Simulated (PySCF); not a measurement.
# C2F2O: geometry, NMR shifts, spin-spin couplings, electronic excitations and core binding energies

What NMR shifts, spin-spin couplings, electronic excitations and core binding energies should C2F2O (`O=C=C(F)F`) show?

Programs: PySCF 2.14.0, with density-fitted response routines of our own. Each step states its level of theory. These are calculated values for one molecule in the gas phase, unless marked as measured. Atoms are numbered from 0 throughout.

### 1 The molecule as given

5 atoms, charge 0, multiplicity 1; geometry from: GFN2-xTB.

Bonds of the start (Å): O0–C1 1.16, C1–C2 1.31, C2–F3 1.34, C2–F4 1.34.

### 2 Optimising the geometry at PBE0-D3(BJ)/def2-SVP

What the job is given:

```
{"job": {"xc": "PBE0", "basis": "def2-SVP", "d3": "d3bj", "grid": 1, "kind": "geom"}, "charge": 0, "multiplicity": 1}
O      1.958043     0.011386    -0.465836
C      0.825705     0.004747    -0.206092
C     -0.443003    -0.001913     0.110522
F     -1.167566     1.108853     0.291494
F     -1.164557    -1.120220     0.252727
```

The log of the run:

```text
step   0  E = -350.40665565  max force = 0.039529
step   1  E = -350.40393396  max force = 0.030898
step   2  E = -350.40669989  max force = 0.007839
step   3  E = -350.40701187  max force = 0.006810
step   4  E = -350.40731977  max force = 0.003239
step   5  E = -350.40744088  max force = 0.002350
step   6  E = -350.40765243  max force = 0.002130
step   7  E = -350.40773943  max force = 0.002189
step   8  E = -350.40775430  max force = 0.000274
optimisation converged
```

Wall time 23 s (1 thread, shared host).

The steps of the relaxation: (the energy doesn't fall at every step)

```tsv
step	energy from step 0 (eV)	largest force component (eV/Å)
0	0.0000	2.0327
1	0.0741	1.5888
2	-0.0012	0.4031
3	-0.0097	0.3502
4	-0.0181	0.1666
5	-0.0214	0.1208
6	-0.0271	0.1095
7	-0.0295	0.1126
8	-0.0299	0.0141
```

Close pairs (by a distance rule), those that changed most:

```tsv
bond	before (Å)	after (Å)	change (Å)
C2–F4	1.338	1.318	-0.020
C2–F3	1.338	1.318	-0.020
C1–C2	1.308	1.321	+0.013
O0–C1	1.162	1.168	+0.006
```

The final coordinates are the input of the step that follows.

```tsv
at the end point	value
point group (found at 0.08 Å tolerance)	C2v
rotational constants (GHz, main isotopes)	10.816, 3.921, 2.878
dipole moment (D)	0.05
```

### 3 NMR shieldings: PBE0/pcSseg-1

What the job is given:

```
{"job": {"kind": "nmr", "xc": "PBE0", "basis": "pcSseg-1"}, "charge": 0, "multiplicity": 1}
O      1.930959    -0.007878    -0.574722
C      0.812043    -0.001712    -0.239570
C     -0.456552     0.002481     0.128541
F     -1.130483     1.113586     0.351187
F     -1.148091    -1.103971     0.317066
```

Method: GIAO PBE0/pcSseg-1 NMR shielding, non-relativistic, gas phase.

The log of the run:

```text
coarse grid: 5432 points
cycle   1  E = -350.4593948371  dE =  1.030e+00  |g| = 8.529e-01  |ddm| = 2.278e+00
cycle   2  E = -349.8644693834  dE =  5.949e-01  |g| = 1.967e+00  |ddm| = 1.599e+00
cycle   3  E = -350.5793548433  dE = -7.149e-01  |g| = 2.562e-01  |ddm| = 1.242e+00
cycle   4  E = -350.5895911537  dE = -1.024e-02  |g| = 9.273e-02  |ddm| = 2.125e-01
cycle   5  E = -350.5909446206  dE = -1.353e-03  |g| = 1.296e-02  |ddm| = 5.387e-02
cycle   6  E = -350.5909654385  dE = -2.082e-05  |g| = 6.697e-03  |ddm| = 9.415e-03
cycle   7  E = -350.5909767642  dE = -1.133e-05  |g| = 1.103e-03  |ddm| = 5.565e-03
cycle   8  E = -350.5909770102  dE = -2.459e-07  |g| = 1.228e-04  |ddm| = 9.028e-04
final grid: 56832 points
cycle   9  E = -350.6437972596  dE = -5.856e-06  |g| = 1.073e-02  |ddm| = 1.306e-02
cycle  10  E = -350.6437153612  dE =  8.190e-05  |g| = 2.361e-02  |ddm| = 1.800e-02
cycle  11  E = -350.6438173125  dE = -1.020e-04  |g| = 1.370e-03  |ddm| = 1.322e-02
cycle  12  E = -350.6438176462  dE = -3.338e-07  |g| = 1.028e-04  |ddm| = 9.225e-04
cycle  13  E = -350.6438176480  dE = -1.730e-09  |g| = 4.300e-05  |ddm| = 8.999e-05
cycle  14  E = -350.6438176483  dE = -2.893e-10  |g| = 1.825e-05  |ddm| = 3.319e-05
converged SCF energy = -350.6438176483

GIAO shielding tensors (ppm)
atom      isotropic    diamagn.    paramagn.     s11        s22        s33       span
  0 O     -495.932     399.082    -895.014  -1435.405   -306.384    253.992   1689.397
  1 C     -133.944     260.137    -394.082   -345.543    -68.447     12.157    357.700
  2 C      -14.286     247.174    -261.460   -193.588     74.464     76.264    269.852
  3 F      384.945     470.956     -86.011     97.428    261.670    795.736    698.308
  4 F      385.625     470.956     -85.331     97.690    261.489    797.697    700.007
```

It took 7.7 s on 1 thread, shared host.

The references, computed at this level on geometries of the same kind, shield at (ppm): 13C TMS 184.4, 19F CFCl3 177.2, 17O H2O 334.6. Their shielding less the atom's gives the shift. The references are single molecules in the gas phase, so shifts against H2O, NH3, PH3, H3PO4 or CFCl3 are not on the usual liquid scales and can be off by tens of ppm. Atoms listed in one row are averaged.

```tsv
atoms	environment	σ (ppm)	δ (ppm)	δ scaled to CDCl3
C1	central carbon of a ketene	-133.9	318.4	308.6
C2	terminal carbon of a ketene	-14.3	198.7	192.4
O0	carbonyl oxygen	-495.9	830.5	–
F3, F4	vinylic fluorine	385.3	-208.0	–
```

The scaled column applies a straight-line fit of computed shieldings to shifts measured in CDCl3, and one for carbons that bear F (root-mean-square error 0.21 ppm for H, 2.0 ppm for C).

Charges from the same density, by scheme (e):

```tsv
atoms	Mulliken	IAO	Hirshfeld	ESP fit
O0	-0.24	-0.24	-0.13	-0.26
C1	0.25	0.34	0.16	0.42
C2	0.46	0.37	0.10	-0.03
F3, F4	-0.24	-0.23	-0.07	-0.06
```

Mayer bond orders: O0–C1 2.11, C1–C2 1.67, C2–F3 0.99, C2–F4 0.99.

### 4 Indirect couplings: B3LYP/pcJ-1

What the job is given:

```
{"job": {"kind": "j", "xc": "B3LYP", "basis": "pcJ-1"}, "charge": 0, "multiplicity": 1}
O      1.930959    -0.007878    -0.574722
C      0.812043    -0.001712    -0.239570
C     -0.456552     0.002481     0.128541
F     -1.130483     1.113586     0.351187
F     -1.148091    -1.103971     0.317066
```

Level: B3LYP/pcJ-1 indirect spin-spin coupling, non-relativistic, gas phase.

The log of the run:

```text
coarse grid: 5432 points
cycle   1  E = -350.8322037204  dE =  1.003e+00  |g| = 9.186e-01  |ddm| = 2.329e+00
cycle   2  E = -350.0143223543  dE =  8.179e-01  |g| = 2.272e+00  |ddm| = 1.746e+00
cycle   3  E = -350.9599979677  dE = -9.457e-01  |g| = 3.175e-01  |ddm| = 1.393e+00
cycle   4  E = -350.9750900323  dE = -1.509e-02  |g| = 1.236e-01  |ddm| = 2.614e-01
cycle   5  E = -350.9774213056  dE = -2.331e-03  |g| = 1.882e-02  |ddm| = 6.962e-02
cycle   6  E = -350.9774692571  dE = -4.795e-05  |g| = 9.697e-03  |ddm| = 1.414e-02
cycle   7  E = -350.9774926884  dE = -2.343e-05  |g| = 1.647e-03  |ddm| = 7.686e-03
cycle   8  E = -350.9774931792  dE = -4.908e-07  |g| = 2.928e-04  |ddm| = 1.173e-03
final grid: 56832 points
cycle   9  E = -351.0308082783  dE = -1.347e-04  |g| = 6.430e-03  |ddm| = 9.597e-03
cycle  10  E = -351.0307897802  dE =  1.850e-05  |g| = 1.211e-02  |ddm| = 8.447e-03
cycle  11  E = -351.0308131995  dE = -2.342e-05  |g| = 2.035e-03  |ddm| = 6.498e-03
cycle  12  E = -351.0308138691  dE = -6.696e-07  |g| = 7.382e-04  |ddm| = 1.600e-03
cycle  13  E = -351.0308139572  dE = -8.809e-08  |g| = 7.576e-05  |ddm| = 4.592e-04
cycle  14  E = -351.0308139583  dE = -1.145e-09  |g| = 2.222e-05  |ddm| = 6.237e-05
cycle  15  E = -351.0308139584  dE = -1.185e-10  |g| = 3.434e-06  |ddm| = 1.884e-05
converged SCF energy = -351.0308139584

Indirect spin-spin couplings (Hz)
  i      j    bonds     total        FC       PSO       DSO        SD
  0 O    1 C    1     42.534    10.368    29.620    -0.041     2.586
  0 O    2 C    2     17.955     1.750    15.335     0.078     0.792
  0 O    3 F    3    -31.870    -1.363   -18.530     0.233   -12.211
  0 O    4 F    3    -32.466    -1.370   -18.975     0.233   -12.353
  1 C    2 C    1    216.820   226.542   -11.990     0.399     1.868
  1 C    3 F    2     68.584    52.635     2.335    -0.124    13.738
  1 C    4 F    2     68.704    52.488     2.550    -0.125    13.790
  2 C    3 F    1   -325.074  -328.202    -0.226     1.053     2.301
  2 C    4 F    1   -325.533  -328.332    -0.451     1.053     2.197
  3 F    4 F    2    432.662     5.440   295.249    -1.203   133.176
```

It took 17 s on 1 thread, shared host.

Couplings of 1 Hz or more, nine at most for each number of bonds, with means over like pairs (isotopes 13C, 19F, 17O):

```tsv
pair	bonds	J (Hz)	Fermi contact (Hz)
C2–F3	1	-325.3	-328.3
C1–C2	1	216.8	226.5
O0–C1	1	42.5	10.4
F3–F4	2	432.7	5.4
C1–F3	2	68.6	52.6
O0–C2	2	18.0	1.8
O0–F3	3	-32.2	-1.4
```

Quadrupole couplings from the field gradients of the same density:

```tsv
atom	isotope	eQq/h (MHz)	η
O0	17O	9.675	0.58
```

### 5 Excited states and response: CAM-B3LYP/def2-SVPD

What the job is given:

```
{"job": {"kind": "uv", "xc": "CAM-B3LYP", "basis": "def2-SVPD", "ip": true}, "charge": 0, "multiplicity": 1}
O      1.930959    -0.007878    -0.574722
C      0.812043    -0.001712    -0.239570
C     -0.456552     0.002481     0.128541
F     -1.130483     1.113586     0.351187
F     -1.148091    -1.103971     0.317066
```

Method: TDDFT CAM-B3LYP/def2-SVPD, vertical, gas phase, core orbitals frozen in the response.

The log of the run:

```text
coarse grid: 5432 points
cycle   1  E = -350.4634709595  dE =  1.046e+00  |g| = 8.948e-01  |ddm| = 2.891e+00
cycle   2  E = -350.1166814192  dE =  3.468e-01  |g| = 1.658e+00  |ddm| = 1.823e+00
cycle   3  E = -350.6174243212  dE = -5.007e-01  |g| = 1.694e-01  |ddm| = 1.185e+00
cycle   4  E = -350.6215885381  dE = -4.164e-03  |g| = 7.751e-02  |ddm| = 1.765e-01
cycle   5  E = -350.6225753927  dE = -9.869e-04  |g| = 1.074e-02  |ddm| = 6.198e-02
cycle   6  E = -350.6225980106  dE = -2.262e-05  |g| = 3.269e-03  |ddm| = 1.395e-02
cycle   7  E = -350.6226011225  dE = -3.112e-06  |g| = 1.370e-03  |ddm| = 5.130e-03
final grid: 56832 points
cycle   8  E = -350.6798004296  dE = -1.488e-05  |g| = 4.314e-03  |ddm| = 3.839e-02
cycle   9  E = -350.6797971893  dE =  3.240e-06  |g| = 6.229e-03  |ddm| = 7.369e-03
cycle  10  E = -350.6798035712  dE = -6.382e-06  |g| = 6.758e-04  |ddm| = 4.278e-03
cycle  11  E = -350.6798036576  dE = -8.642e-08  |g| = 1.951e-04  |ddm| = 6.819e-04
cycle  12  E = -350.6798036661  dE = -8.478e-09  |g| = 3.858e-05  |ddm| = 2.262e-04
cycle  13  E = -350.6798036665  dE = -4.408e-10  |g| = 1.559e-05  |ddm| = 5.329e-05
converged SCF energy = -350.6798036665

Static polarisability (au): isotropic 28.957, principal 20.255 23.383 43.233

Singlet excitations
state   eV       nm        f      main configurations
  1   2.1454    577.9   0.00000   H->L 0.99
  2   6.0262    205.7   0.01149   H->L+1 0.96
  3   7.1596    173.2   0.00324   H->L+2 0.91
  4   8.0034    154.9   0.00000   H-2->L 0.96
  5   8.0625    153.8   0.11955   H->L+3 0.71, H-1->L 0.23
  6   8.3526    148.4   0.00000   H->L+4 0.98
  7   8.4434    146.8   0.04057   H->L+5 0.97
  8   9.2916    133.4   0.01177   H->L+6 0.90
  9   9.4496    131.2   0.17320   H-1->L 0.52, H-4->L 0.33, H->L+3 0.09
 10   9.6290    128.8   0.00014   H-3->L 0.87

Triplet excitations (Tamm-Dancoff, eV): 1.6531 5.0117 5.8144 6.3758
Vertical ionisation energy (delta-SCF) = 9.9263 eV
Vertical electron affinity (delta-SCF) = 0.2813 eV
```

Wall time 38 s (1 thread, shared host).

The orbitals next to the gap, with their largest atomic shares:

```tsv
orbital	eV	atoms
HOMO−3	-15.01	F4 47 %, F3 47 %, C2 6 %
HOMO−2	-14.90	O0 57 %, C1 26 %, F3 6 %
HOMO−1	-14.34	F3 32 %, F4 32 %, O0 25 %
HOMO	-8.54	C2 31 %, O0 23 %, C1 22 %
LUMO	-1.51	C1 41 %, O0 34 %, C2 11 %
LUMO+1	0.96	C1 39 %, C2 34 %, O0 11 %
LUMO+2	1.84	O0 29 %, F3 19 %, F4 19 %
```

With each of the 10 states as a Gaussian band of 0.4 eV half-width at 1/e, the curve within the window shown has maxima at 206 nm (ε 470), 153 nm (ε 5,600), 131 nm (ε 7,400) L/(mol cm). Beyond the last state computed it falls off for lack of states. The curve at chosen wavelengths:

```csv
nm,ε (L/mol/cm)
125,1708
152,5548
179,99
206,465
233,21
260,0
287,0
315,0
342,0
369,0
396,0
423,0
450,0
477,0
504,0
531,0
558,0
585,0
612,0
640,0
667,0
694,0
721,0
748,0
775,0
802,0
```

Further results of this job:

```tsv
property	computed
dipole moment (D)	0.03
polarisability (Å³)	4.29
HOMO–LUMO gap (eV)	7.02
−ε(HOMO) (eV)	8.54
```

### 6 NMR shieldings: KT2/pcSseg-2

What the job is given:

```
{"job": {"kind": "nmr", "xc": "KT2", "basis": "pcSseg-2", "pop": false}, "charge": 0, "multiplicity": 1}
O      1.930959    -0.007878    -0.574722
C      0.812043    -0.001712    -0.239570
C     -0.456552     0.002481     0.128541
F     -1.130483     1.113586     0.351187
F     -1.148091    -1.103971     0.317066
```

Level: GIAO KT2/pcSseg-2 NMR shielding, non-relativistic, gas phase.

The log of the run:

```text
coarse grid: 5432 points
cycle   1  E = -355.9734727153  dE =  1.043e+00  |g| = 1.076e+00  |ddm| = 2.036e+00
cycle   2  E = -354.4038006601  dE =  1.570e+00  |g| = 2.951e+00  |ddm| = 1.840e+00
cycle   3  E = -356.0923970666  dE = -1.689e+00  |g| = 5.889e-01  |ddm| = 1.657e+00
cycle   4  E = -356.1538472450  dE = -6.145e-02  |g| = 2.229e-01  |ddm| = 4.443e-01
cycle   5  E = -356.1626760862  dE = -8.829e-03  |g| = 6.160e-02  |ddm| = 1.600e-01
cycle   6  E = -356.1634044351  dE = -7.283e-04  |g| = 2.739e-02  |ddm| = 6.377e-02
cycle   7  E = -356.1635996906  dE = -1.953e-04  |g| = 6.695e-03  |ddm| = 2.089e-02
cycle   8  E = -356.1636084384  dE = -8.748e-06  |g| = 7.371e-04  |ddm| = 3.955e-03
final grid: 56832 points
cycle   9  E = -356.1701461816  dE = -3.012e-04  |g| = 2.828e-02  |ddm| = 1.367e-01
cycle  10  E = -356.1697989518  dE =  3.472e-04  |g| = 5.441e-02  |ddm| = 3.398e-02
cycle  11  E = -356.1702627754  dE = -4.638e-04  |g| = 3.893e-03  |ddm| = 2.369e-02
cycle  12  E = -356.1702653561  dE = -2.581e-06  |g| = 1.499e-03  |ddm| = 2.445e-03
cycle  13  E = -356.1702655034  dE = -1.474e-07  |g| = 1.090e-03  |ddm| = 1.236e-03
cycle  14  E = -356.1702657866  dE = -2.832e-07  |g| = 1.423e-04  |ddm| = 7.230e-04
cycle  15  E = -356.1702657908  dE = -4.137e-09  |g| = 3.629e-05  |ddm| = 1.402e-04
cycle  16  E = -356.1702657912  dE = -3.679e-10  |g| = 2.595e-06  |ddm| = 3.411e-05
converged SCF energy = -356.1702657912

GIAO shielding tensors (ppm)
atom      isotropic    diamagn.    paramagn.     s11        s22        s33       span
  0 O     -411.826     389.401    -801.226  -1228.525   -260.762    253.809   1482.334
  1 C     -128.303     263.774    -392.076   -351.061    -53.905     20.058    371.118
  2 C      -12.963     250.846    -263.809   -184.154     70.802     74.464    258.618
  3 F      352.362     466.514    -114.153     66.761    237.048    753.276    686.515
  4 F      353.063     466.517    -113.454     67.195    236.809    755.185    687.990
```

It took 26 s on 1 thread, shared host.

In short: δ C1 310.6, C2 195.2, O0 736.2, F3 -216.4 ppm (means over like atoms).

### 7 X-ray photoelectron lines: SCAN, X2C

What the job is given:

```
{"job": {"kind": "xps"}, "charge": 0, "multiplicity": 1}
O      1.930959    -0.007878    -0.574722
C      0.812043    -0.001712    -0.239570
C     -0.456552     0.002481     0.128541
F     -1.130483     1.113586     0.351187
F     -1.148091    -1.103971     0.317066
```

Level: delta-SCF UKS SCAN, pcX-2 on the ionised atom, pcseg-1 elsewhere, spin-free X2C.

The log of the run:

```text
ground state, core basis on atom 0 (O), 101 functions
  cycle   1  E = -351.02270571  |g| = 8.51e-01
  cycle   2  E = -349.92531251  |g| = 2.46e+00
  cycle   3  E = -351.12024390  |g| = 3.72e-01
  cycle   4  E = -351.14401307  |g| = 1.50e-01
  cycle   5  E = -351.14799411  |g| = 2.87e-02
  cycle   6  E = -351.14812984  |g| = 1.71e-02
  cycle   7  E = -351.14820760  |g| = 3.66e-03
  cycle   8  E = -351.14820902  |g| = 6.08e-04
  cycle   9  E = -351.14821029  |g| = 5.81e-05
  E(ground) = -351.14609138 Eh
hole in O 1s of atom 0
  cycle   1  E = -330.44965078  |g| = 2.22e+00
  cycle   2  E = -328.60187769  |g| = 2.70e+00
  cycle   3  E = -330.55927447  |g| = 1.20e+00
  cycle   4  E = -331.19821573  |g| = 4.46e-01
  cycle   5  E = -331.26616180  |g| = 1.29e-01
  cycle   6  E = -331.27101542  |g| = 3.71e-02
  cycle   7  E = -331.27160997  |g| = 9.17e-03
  cycle   8  E = -331.27163298  |g| = 7.09e-03
  cycle   9  E = -331.27165442  |g| = 1.16e-03
  cycle  10  E = -331.27165658  |g| = 1.45e-03
  cycle  11  E = -331.27165615  |g| = 2.49e-04
  E(ion) = -331.27224657 Eh   <S^2> = 0.7696   hole on atom = 1.000   binding energy = 540.795 eV
ground state, core basis on atom 1 (C), 101 functions
  cycle   1  E = -351.12509885  |g| = 1.01e-01
  cycle   2  E = -351.11500283  |g| = 2.36e-01
  cycle   3  E = -351.12632357  |g| = 2.63e-02
  cycle   4  E = -351.12646435  |g| = 6.32e-03
  cycle   5  E = -351.12647404  |g| = 1.24e-03
  cycle   6  E = -351.12647346  |g| = 2.19e-04
  E(ground) = -351.12804805 Eh
hole in C 1s of atom 1
  cycle   1  E = -339.73692619  |g| = 1.50e+00
  cycle   2  E = -336.47946440  |g| = 2.75e+00
  cycle   3  E = -338.92427916  |g| = 1.68e+00
  cycle   4  E = -340.02228364  |g| = 8.22e-01
  cycle   5  E = -340.22706368  |g| = 3.62e-01
  cycle   6  E = -340.27762799  |g| = 1.27e-01
  cycle   7  E = -340.28370667  |g| = 3.44e-02
  cycle   8  E = -340.28467218  |g| = 1.36e-02
  cycle   9  E = -340.28517984  |g| = 8.70e-03
  cycle  10  E = -340.28549634  |g| = 4.11e-03
  cycle  11  E = -340.28554379  |g| = 5.22e-03
  cycle  12  E = -340.28557812  |g| = 2.82e-03
  cycle  13  E = -340.28559578  |g| = 3.04e-03
  cycle  14  E = -340.28549879  |g| = 1.83e-03
  cycle  15  E = -340.28549514  |g| = 1.24e-03
  cycle  16  E = -340.28549519  |g| = 1.14e-03
  cycle  17  E = -340.28549509  |g| = 6.06e-04
  cycle  18  E = -340.28549686  |g| = 4.21e-04
  E(ion) = -340.28654355 Eh   <S^2> = 0.8861   hole on atom = 1.000   binding energy = 295.012 eV
ground state, core basis on atom 2 (C), 101 functions
  cycle   1  E = -351.13139281  |g| = 6.25e-02
  cycle   2  E = -351.13087494  |g| = 5.96e-02
  cycle   3  E = -351.13096762  |g| = 5.37e-02
  cycle   4  E = -351.13147508  |g| = 1.70e-02
  cycle   5  E = -351.13153885  |g| = 9.61e-04
  cycle   6  E = -351.13153847  |g| = 4.63e-04
  E(ground) = -351.13092626 Eh
hole in C 1s of atom 2
  cycle   1  E = -339.70147195  |g| = 1.51e+00
  cycle   2  E = -338.05171907  |g| = 2.49e+00
  cycle   3  E = -339.90713779  |g| = 9.20e-01
  cycle   4  E = -340.08530602  |g| = 6.55e-01
  cycle   5  E = -340.24107973  |g| = 1.64e-01
  cycle   6  E = -340.24831022  |g| = 6.56e-02
  cycle   7  E = -340.24996020  |g| = 1.90e-02
  cycle   8  E = -340.25014971  |g| = 4.61e-03
  cycle   9  E = -340.25017039  |g| = 1.79e-03
  cycle  10  E = -340.25017761  |g| = 6.01e-04
  cycle  11  E = -340.25017841  |g| = 2.66e-04
  E(ion) = -340.25191789 Eh   <S^2> = 0.7792   hole on atom = 1.000   binding energy = 296.033 eV
ground state, core basis on atom 3 (F), 101 functions
  cycle   1  E = -351.16302295  |g| = 1.20e-01
  cycle   2  E = -351.16203967  |g| = 8.85e-02
  cycle   3  E = -351.16224599  |g| = 7.92e-02
  cycle   4  E = -351.16322400  |g| = 2.75e-02
  cycle   5  E = -351.16337719  |g| = 1.83e-03
  cycle   6  E = -351.16337860  |g| = 7.47e-04
  cycle   7  E = -351.16338006  |g| = 1.51e-04
  E(ground) = -351.16583480 Eh
hole in F 1s of atom 3
  cycle   1  E = -324.74464648  |g| = 2.58e+00
  cycle   2  E = -324.09460943  |g| = 2.42e+00
  cycle   3  E = -325.06379752  |g| = 1.12e+00
  cycle   4  E = -325.27275424  |g| = 9.26e-01
  cycle   5  E = -325.58959413  |g| = 3.15e-01
  cycle   6  E = -325.62283072  |g| = 1.20e-01
  cycle   7  E = -325.62776004  |g| = 2.32e-02
  cycle   8  E = -325.62793964  |g| = 1.24e-02
  cycle   9  E = -325.62801745  |g| = 2.40e-03
  cycle  10  E = -325.62802249  |g| = 8.11e-04
  cycle  11  E = -325.62802339  |g| = 3.97e-04
  E(ion) = -325.63633842 Eh   <S^2> = 0.7570   hole on atom = 1.000   binding energy = 694.693 eV
```

Run time: 22 s. Hardware: 1 thread, shared host.

Binding energies by hole, beside the orbital energy of the ground state; the difference holds orbital relaxation and, for a density functional, its self-interaction error:

```tsv
hole	stands for	environment	ΔSCF (eV)	−ε (eV)	⟨S²⟩
O1s on O0	O0	carbonyl oxygen	540.79	519.2	0.770
C1s on C1	C1	central carbon of a ketene	295.01 (doubtful)	277.6	0.886
C1s on C2	C2	terminal carbon of a ketene	296.03	278.7	0.779
F1s on F3	F3, F4	vinylic fluorine	694.69	668.5	0.757
```

Each hole run stands for the others of its class of like atoms.

Doubtful: the ion did not converge, its hole moved, or its ⟨S²⟩ is well above 0.75.

### 8 Comparing the runs: NMR shifts

Shifts (ppm), means over like atoms, with basis size and wall time:

```tsv
run	C1	C2	O0	F3	functions	time
PBE0/pcSseg-1	318.4	198.7	830.5	-208.0	85	7.7 s
KT2/pcSseg-2	310.6	195.2	736.2	-216.4	180	26 s
```

### 9 Results

| quantity | value |
| --- | --- |
| point group | C2v |
| rotational constants (main isotopes) | 10.82, 3.92, 2.88 GHz |
| 13C shifts against TMS (PBE0/pcSseg-1) | 318.4, 198.7 ppm |
| 17O shifts against H2O (PBE0/pcSseg-1) | 830.5 ppm |
| 19F shifts against CFCl3 (PBE0/pcSseg-1, means over atoms taken as alike) | -208.0 ppm |
| largest coupling of the table (B3LYP/pcJ-1) | 2J(F,F) F3–F4, 432.7 Hz |
| lowest singlet (CAM-B3LYP/def2-SVPD) | 2.15 eV (578 nm), f = 0.000 |
| brightest single state of those computed | state 9, 9.45 eV, f = 0.173 |
| lowest triplet | 1.65 eV |
| vertical ionisation energy (ΔSCF) | 9.93 eV |
| vertical electron affinity (ΔSCF) | 0.28 eV |
| O1s binding energies, SCAN/pcX-2 | O0 540.79 eV |
| C1s binding energies, SCAN/pcX-2 (standing for 1 of 2 atoms) | C2 296.03 eV |
| F1s binding energies, SCAN/pcX-2 | F3 694.69 eV |
| range of the shift of O0 | 736.2 to 830.5 ppm |

**Reading.** Relaxing lowered the energy by 0.030 eV in 8 steps; the close pair that moved most is C2–F4, from 1.338 to 1.318 Å. At PBE0/pcSseg-1: The widest tensor belongs to O0: span 1689 ppm, with a paramagnetic part of -895 ppm. In the run at B3LYP/pcJ-1, the largest coupling of the table is F3–F4, 432.7 Hz, of which the Fermi-contact term gives 5.4 Hz. Density functionals describe couplings to fluorine poorly, F–F couplings above all, so those rows are rough. The first singlet state (HOMO→LUMO 0.99) lies at 2.15 eV and is dark; of the 10 states computed, the strongest absorption comes from state 9 at 9.45 eV. The lowest triplet lies 0.49 eV below the lowest singlet (triplets in Tamm-Dancoff, singlets in full TDDFT). At CAM-B3LYP/def2-SVPD, the highest states lie near or above the ionisation energy, where they hang on the basis. ΔSCF puts the ionisation energy at 9.93 eV, 1.39 eV above −ε(HOMO). Across the 2 runs the shift of O0 moves most, between 736.2 (KT2/pcSseg-2) and 830.5 ppm (PBE0/pcSseg-1).
